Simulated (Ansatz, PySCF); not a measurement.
System: CH$_{3}$NO, net charge 1, doublet state. 
Structure (B3LYP-D3(BJ)/def2-TZVP (Ansatz, a quantum-chemistry and plane-wave program) minimum search):
```xyz
6

N     -1.0600     0.1757     0.1086
C      0.2164     0.3270    -0.0400
O      1.0761    -0.5959    -0.0897
H     -1.4845    -0.7428     0.2006
H     -1.6661     0.9877     0.1358
H      0.6634     1.3312    -0.1387
```
Charge +1, spin multiplicity 2.

Total electronic energies in hartree. Correlated levels leave the core frozen unless marked. Open shells are spin-unrestricted. Spin-orbit coupling is left out. Non-relativistic. CBS(X,Y): correlation extrapolated as X^-3; Hartree-Fock from the larger set. [CCSD(T)-MP2]/basis is that difference in the basis named.

```json
[
 {"level": "HF/6-31G*", "program": "Ansatz", "energy (Eh)": "-168.62158"},
 {"level": "BLYP-D3(BJ)/def2-TZVPD", "program": "Ansatz + dftd3", "energy (Eh)": "[?]"},
 {"level": "revPBE/def2-TZVPD", "program": "Ansatz", "energy (Eh)": "[?]"},
 {"level": "B3LYP-D3(BJ)/def2-TZVPD", "program": "Ansatz + dftd3", "energy (Eh)": "-169.60645"},
 {"level": "BHLYP-D3(BJ)/def2-TZVPD", "program": "Ansatz + dftd3", "energy (Eh)": "-169.51518"},
 {"level": "M06-2X/def2-TZVPD", "program": "PySCF", "energy (Eh)": "-169.52077"},
 {"level": "B2GP-PLYP-D4/def2-TZVPD", "program": "Ansatz + dftd4", "energy (Eh)": "[?]"},
 {"level": "B2PLYP-D4/def2-TZVPD", "program": "Ansatz + dftd4", "energy (Eh)": "-169.47230"},
 {"level": "MP2/cc-pwCVTZ", "program": "Ansatz", "energy (Eh)": "-169.23704"},
 {"level": "RI-MP2/cc-pVTZ", "program": "Ansatz", "energy (Eh)": "-169.22555"},
 {"level": "RI-MP2/cc-pVQZ", "program": "Ansatz", "energy (Eh)": "-169.27653"},
 {"level": "SCS-MP2/6-31G*", "program": "Ansatz", "energy (Eh)": "-169.02202"},
 {"level": "SCS-MP2/cc-pwCVTZ", "program": "Ansatz", "energy (Eh)": "-169.23184"},
 {"level": "CCSD/cc-pVTZ", "program": "Ansatz", "energy (Eh)": "-169.25218"},
 {"level": "RI-MP2/CBS(cc-pVTZ,cc-pVQZ)+[CCSD(T)-MP2]/cc-pVTZ", "program": "Ansatz", "energy (Eh)": "-169.3538"}
]
```

**Question.** What belongs in the gaps?

**Answer.** 
- BLYP-D3(BJ)/def2-TZVPD, energy (Eh): -169.57026
- revPBE/def2-TZVPD, energy (Eh): -169.55736
- B2GP-PLYP-D4/def2-TZVPD, energy (Eh): -169.43758
